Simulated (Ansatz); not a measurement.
Two structures of CH₆NO, doublet, reached by relaxing down either side of one saddle point (PBE0-D4/def2-TZVP). Energies are electronic, without zero-point energy. Ansatz 0.2.0; basis: def2-TZVPP and def2-QZVPP; cores frozen in the correlated methods; orbitals are unrestricted. Extrapolation: Hartree–Fock as exp(−7.88 √X), correlation as X^−2.97. First:

```tsv
atom	x (Å)	y (Å)	z (Å)
H1	-0.1249	0.5707	-1.1727
N2	0.7211	1.1308	-1.1348
O3	-1.4276	-0.7317	0.2262
C4	-0.4557	-0.9271	1.1522
H5	0.4437	2.0999	-1.2313
H6	1.2745	0.8993	-1.9505
H7	0.3094	-0.1361	1.0840
H8	-0.8294	-1.0625	2.1756
H9	0.0889	-1.8433	0.8511
```

Second:

```xyz
9
angstrom
H 0.1383 -0.3244 -0.6157
N 0.3894 1.4575 -1.4213
O -0.0017 -1.1949 -0.2130
C -0.3070 -1.0045 1.1414
H 1.1358 2.1437 -1.2754
H -0.1713 1.8388 -2.1892
H 0.5086 -0.5177 1.6948
H -1.2204 -0.4114 1.2901
H -0.4717 -1.9871 1.5884
```

Q: Which bonds change from the first to the second?

A: CH₃O ([CH3][O]) + NH₃ → CH₄O ([CH3][OH]) + NH₂; bonds formed: H1–O3; bonds broken: H1–N2.

Q: Give the saddle point's structure and its height above each. (Judge from chemistry; the value comes from the calculation.)

A: The calculation gives: 14.10 kcal/mol above the first and 14.34 kcal/mol above the second (CCSD(T) at an estimated basis limit (MP2 extrapolated from triple and quadruple zeta, plus CCSD(T) − MP2 in triple zeta)).
H1  (0.397, -0.063, -0.874)
N2  (0.637, 1.067, -1.286)
O3  (-0.277, -0.896, -0.399)
C4  (-0.279, -0.775, 0.985)
H5  (0.434, 1.737, -0.545)
H6  (-0.047, 1.255, -2.018)
H7  (0.698, -0.478, 1.390)
H8  (-1.048, -0.081, 1.352)
H9  (-0.516, -1.765, 1.394)
(Å)

T1 diagnostic: at most 0.024. ⟨S²⟩ of the unrestricted Hartree–Fock references: 0.76 to 0.79 (a pure state has 0.75).

Labels in which every atom is bracketed show which atoms are joined, not bond orders.

For scale, one of the runs: CCSD(T)/def2-TZVPP, 177 basis functions (an equivalent command: `ansatz run in.yaml --threads 4`). Hardware: 4 CPU threads, shared host. Wall time 110 s; peak host memory 4.4 GiB.
